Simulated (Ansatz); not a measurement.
# DyH12O6 ([Dy(H2O)6]3+): the cost of one run

Computed with Ansatz 0.2.0, Gaussian basis. Level: the settings change from run to run.

## (1) The molecule

The geometry comes from an earlier relaxation with PBE-D4/def2-SVP; it is a stationary point, not always the lowest conformer. Dy takes a core potential in def2 sets; no spin-orbit term is included.

19 atoms, charge 3, spin multiplicity 6.

Atoms are counted from 1 here; the program's logs count them from 0.

Bond lengths: Dy1–O2 2.326 Å, Dy1–O5 2.326 Å, Dy1–O8 2.326 Å, Dy1–O11 2.326 Å, Dy1–O14 2.326 Å, Dy1–O17 2.326 Å, O2–H3 0.987 Å, O2–H4 0.987 Å, O5–H6 0.987 Å, O5–H7 0.987 Å, O8–H9 0.987 Å, O8–H10 0.987 Å, O11–H12 0.987 Å, O11–H13 0.987 Å, O14–H15 0.987 Å, O14–H16 0.987 Å, O17–H18 0.987 Å, O17–H19 0.987 Å. Angles: O2–Dy1–O5 179.9°, O2–Dy1–O8 91.0°, O2–Dy1–O11 89.2°, O2–Dy1–O14 89.1°, O2–Dy1–O17 90.9°, O5–Dy1–O8 89.1°, O5–Dy1–O11 90.7°, O5–Dy1–O14 90.8°, O5–Dy1–O17 89.2°, O8–Dy1–O11 179.8°, O8–Dy1–O14 90.9°, O8–Dy1–O17 89.2°, O11–Dy1–O14 89.1°, O11–Dy1–O17 90.8°, O14–Dy1–O17 179.9°, Dy1–O2–H3 128.2°, Dy1–O2–H4 127.8°, H3–O2–H4 104.0° and more.

## (2) rPW86-PBE/def2-TZVP

This run has restricted open-shell orbitals, atoms shaken by 0.08 Å, the search for lower states set to off.

The input, in.yaml:

```yaml
crystal:
  periodic: [false, false, false]
  atoms:
    - {symbol: Dy, position_ang: [0.063229, 0.027752, -0.100221]}
    - {symbol: O, position_ang: [0.117905, 0.074904, 2.227104]}
    - {symbol: H, position_ang: [-0.053503, 1.075227, 2.944524]}
    - {symbol: H, position_ang: [0.396001, -0.571132, 3.012008]}
    - {symbol: O, position_ang: [-0.327808, -0.202577, -2.346583]}
    - {symbol: H, position_ang: [-0.143866, 0.608141, -2.896323]}
    - {symbol: H, position_ang: [-0.165224, -1.101668, -2.866878]}
    - {symbol: O, position_ang: [2.426208, -0.006149, -0.198828]}
    - {symbol: H, position_ang: [2.959345, 0.248470, 0.552671]}
    - {symbol: H, position_ang: [2.845706, 0.142266, -1.069414]}
    - {symbol: O, position_ang: [-2.272141, -0.093131, 0.253255]}
    - {symbol: H, position_ang: [-2.833756, -0.262171, 1.014317]}
    - {symbol: H, position_ang: [-3.120835, -0.327520, -0.535838]}
    - {symbol: O, position_ang: [-0.258252, 2.293458, -0.211320]}
    - {symbol: H, position_ang: [-1.059004, 2.828636, -0.199776]}
    - {symbol: H, position_ang: [0.561646, 3.083442, -0.124650]}
    - {symbol: O, position_ang: [0.070360, -2.386185, 0.180298]}
    - {symbol: H, position_ang: [-0.426529, -3.006317, 0.293139]}
    - {symbol: H, position_ang: [0.893645, -2.887855, 0.279037]}
basis:
  gaussian: {orbitals: def2-TZVP}
total_charge: 3
magnetization: {spin_polarized: false, initial_magnetization: 5}
hamiltonian: {xc: {name: rPW86-PBE}}
scf: {lower_state_search: off}
output: {forces: true}
```

Run with:

```sh
ansatz run in.yaml --threads 4 --pin off --events-out ev --progress --plain --max-ram 9574MiB
```

Q: Estimate wall time and peak memory on 4 threads of Intel Xeon, shared host.

About 4.8 min, with a peak of 2.2 GiB.
